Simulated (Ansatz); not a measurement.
Density of states of Pb (Fm-3m, a = 4.996 Å, b = 4.996 Å, c = 4.996 Å, α = 90.00°, β = 90.00°, γ = 90.00°), in states per eV and primitive cell, averaged over bins of 0.4 eV. Method: DFT r2SCAN, scalar-relativistic, plane waves, PAW (Ansatz).

Settings: cutoff 500 eV, Γ-centred mesh 14×14×14 on the computed 1-atom cell, Gaussian smearing of 0.10 eV; no spin polarisation.

The cell is relaxed at this level. The states (both spins) are summed by tetrahedra on a 21×21×21 mesh at the self-consistent density. Energies are bin centres; the table starts no lower than −8 eV and ends at 6 eV, or lower where the solved bands end.

It is a metal at this level.

```
E − E_F (eV) total Pb 6p Pb 6s
       -7.85   0.63   0.08   0.55
       -7.45   0.62   0.05   0.57
       -7.05   0.49   0.01   0.47
       -6.65   0.00   0.00   0.00
       -6.25   0.00   0.00   0.00
       -5.85   0.00   0.00   0.00
       -5.45   0.00   0.00   0.00
       -5.05   0.00   0.00   0.00
       -4.65   0.00   0.00   0.00
       -4.25   0.03   0.03   0.00
       -3.85   0.16   0.15   0.01
       -3.45   0.26   0.24   0.01
       -3.05   0.44   0.41   0.02
       -2.65   0.71   0.65   0.05
       -2.25   0.84   0.75   0.08
       -1.85   0.62   0.52   0.09
       -1.45   0.37   0.29   0.07
       -1.05   0.49   0.41   0.07
       -0.65   0.50   0.42   0.06
       -0.25   0.50   0.43   0.06
        0.15   0.50   0.43   0.05
        0.55   0.52   0.46   0.05
        0.95   0.57   0.50   0.04
        1.35   0.62   0.55   0.04
        1.75   0.68   0.61   0.04
        2.15   0.79   0.72   0.03
        2.55   0.76   0.69   0.03
        2.95   0.73   0.66   0.02
        3.35   0.69   0.62   0.02
        3.75   0.66   0.59   0.02
        4.15   0.62   0.56   0.01
        4.55   0.59   0.53   0.01
        4.95   0.56   0.51   0.01
        5.35   0.54   0.49   0.01
        5.75   0.41   0.37   0.01
```

The columns after the total are the Löwdin projections on the occupied valence shells of the potentials. The rest of the total lies in shells that are empty in the free atom, which aren't projected, and between the atoms.

Spin-orbit coupling is left out, which matters for the bands of heavy elements.

Cost: 1 run of about 0.26 core-minutes, on Arm Neoverse V2 (shared hosts).